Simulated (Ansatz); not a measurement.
HB–Ga–Cl, quintet: the ladder up to UCCSDT(Q)

Geometry: that of the HB–Ga–Cl, triplet, kept fixed. The triplet lies 5.8 eV lower here.

```yaml
atoms:
  - { symbol: B, position_ang: [0.0000, -0.3428, 2.2964] }
  - { symbol: Ga, position_ang: [0.0000, 0.0981, 0.4394] }
  - { symbol: Cl, position_ang: [0.0000, -0.0891, -1.6618] }
  - { symbol: H, position_ang: [0.0000, 0.0237, 3.4216] }
```

Basis cc-pVDZ; Ansatz 0.2.0. Only valence electrons are correlated (noble-gas cores and the filled d shells of p-block atoms frozen), which leaves 14 electrons in 44 orbitals. Prefix R: restricted or restricted open-shell reference; prefix U: unrestricted. No spin–orbit coupling is included, and no scalar relativity.

Full CI isn't at hand for all of this; UCCSDT(Q) serves as the reference, and is uncertain by the last step of the cluster series or more. The frozen core follows each run's orbitals, which can shift R against U totals by a few meV for light atoms and by up to 0.1 eV past Ca.

```
UHF ⟨S²⟩                          : 6.018
T1 diagnostic (RCCSD)             : 0.0434
largest doubles amplitude (RCCSD) : 0.045
T1 diagnostic (UCCSD)             : 0.0394
```

```csv
level,E − E(UCCSDT(Q)) (meV),wall time
UHF,7261,–
UMP2,1248,–
UCCSD,276,–
UCCSD(T),66,34 s
UCCSDT,20,–
```

Run but not shown, since their state, orbitals or frozen core can't be matched to the reference's or they repeat it: RHF, RMP2, RCCSD, RCCSD(T), BCCD(T), RCCSDT, RCCSDT(Q).

Times hold each run's SCF and search for its determinant on a shared host, so for small cases they say little of a method's own cost; they ran on 1 thread of Arm Neoverse V1.
